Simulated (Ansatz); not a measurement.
# CH5BO: one species, many methods

How much do the methods differ for CH5BO? The plan is to run it at one geometry with functionals of several rungs and with coupled cluster, and see how far each lands from CCSD(T) at the basis-set limit for the atomisation energy.

Program: Ansatz 0.2.0, Gaussian basis. Level of theory: functionals in def2-TZVPP, the program's frozen cores in correlated methods. These are calculated values, not measurements.

Levels to be run: PBE-D4, r2SCAN-D4, PBE0-D4, B3LYP-D4, ωB97X-V, ωB97M-V, B2PLYP; CCSD(T)/def2-TZVPP; CCSD(T)/def2-QZVPP; extrapolation to the limit.

### Step 1. Structure used throughout

All runs share one geometry, relaxed beforehand with PBE0-D4 in a triple-zeta def2 set.

8 atoms, charge 0, spin multiplicity 1.

Atoms are counted from 1 here; the program's logs count them from 0.

Bond lengths: C1–B2 1.565 Å, C1–H4 1.094 Å, C1–H5 1.096 Å, C1–H6 1.096 Å, B2–O3 1.355 Å, B2–H7 1.201 Å, O3–H8 0.962 Å. Angles: B2–C1–H4 114.9°, B2–C1–H5 110.0°, B2–C1–H6 109.9°, H4–C1–H5 108.2°, H4–C1–H6 108.1°, H5–C1–H6 105.3°, C1–B2–O3 123.6°, C1–B2–H7 121.5°, O3–B2–H7 114.9°, B2–O3–H8 113.1°.

### Step 2. PBE-D4 (GGA)

in.yaml

```yaml
crystal:
  periodic: [false, false, false]
  atoms:
    - {symbol: C, position_ang: [-0.348607, 0.407673, -0.679324]}
    - {symbol: B, position_ang: [0.490731, 0.056171, 0.594183]}
    - {symbol: O, position_ang: [0.436089, -1.144128, 1.219514]}
    - {symbol: H, position_ang: [-1.006967, -0.392214, -1.031952]}
    - {symbol: H, position_ang: [-0.961131, 1.296390, -0.491889]}
    - {symbol: H, position_ang: [0.320657, 0.684939, -1.501418]}
    - {symbol: H, position_ang: [1.242356, 0.850998, 1.089219]}
    - {symbol: H, position_ang: [-0.173118, -1.759838, 0.801657]}
basis:
  gaussian: {orbitals: def2-TZVPP}
hamiltonian: {xc: pbe, dispersion: d4}
output: {forces: true, orbitals: {seedname: orbitals}}
```

Run with:

```
$ ansatz run in.yaml --threads 2 --pin off --events-out ev --progress --plain --max-ram 32768MiB --backend cpu
```

Further steps of the session: r2SCAN-D4 (meta-GGA); PBE0-D4 (hybrid); B3LYP-D4 (hybrid); ωB97X-V (range-separated); ωB97M-V (range-separated); B2PLYP (double hybrid); CCSD(T) in def2-TZVPP; CCSD(T) in def2-QZVPP.

**Question.** What will the summary of the whole plan be? Wanted: atomisation energy, CCSD(T)/CBS; farthest; mean size of error, hybrid; mean size of error, range-separated; gap, smallest and largest; T1 diagnostic; triples share of the correlation energy.

**Answer**, as computed:

| quantity | value |
| --- | --- |
| atomisation energy, CCSD(T)/CBS | 3098.4 kJ/mol |
| functionals within 15.5 kJ/mol (0.5 %) | PBE0-D4, B3LYP-D4, ωB97X-V, B2PLYP |
| farthest | PBE-D4 (+54.3 kJ/mol) |
| mean size of error, hybrid | 11.6 kJ/mol |
| mean size of error, range-separated | 13.2 kJ/mol |
| gap, smallest and largest | 6.37 eV (PBE-D4), 13.57 eV (ωB97X-V) |
| T1 diagnostic | 0.0122 |
| triples share of the correlation energy | 3.4 % |

In words: PBE-D4 is off by +54.3 kJ/mol. Double hybrids carry the basis error of their MP2 part in triple zeta, and no dispersion term here, so their miss is partly the set-up's. Misses under about 15.5 kJ/mol are within the doubt on the reference itself, which lacks core-valence correlation, relativity and higher excitations. Hartree-Fock recovers 76 % of the binding; the rest is correlation. The gap grows from 6.4 to 13.6 eV across the functionals, mostly with the share of exact exchange.
